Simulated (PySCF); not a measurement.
Stepwise substitution at one centre (Si F-Cl). Gas-phase values, no solvent. Strings in code marks are SMILES.

Level of theory: PBE-D3(BJ)/def2-TZVP // PBE0-D3(BJ)/def2-TZVP (PySCF). All candidates: neutral, multiplicity 1. Excitations are Tamm–Dancoff values on a coarser integration grid. The basis has no diffuse functions, so Rydberg states are missing or too high.

| Item | Result |
|---|---|
| dipole moment | 0.51 D |
| LUMO | -1.29 eV |
| S1 excitation (TDA) | 7.07 eV |

**Question.** Which member has these values?
A. `F[Si](F)(Cl)Cl`
B. `F[Si](Cl)(Cl)Cl`
C. `F[Si](F)(F)F`
D. `Cl[Si](Cl)(Cl)Cl`

**Answer.** B, `F[Si](Cl)(Cl)Cl`. The others give `F[Si](F)(Cl)Cl`: 0.64 D, -0.95 eV, 7.74 eV; `F[Si](F)(F)F`: 0.00 D, -0.53 eV, 10.17 eV; `Cl[Si](Cl)(Cl)Cl`: 0.00 D, -1.58 eV, 6.67 eV
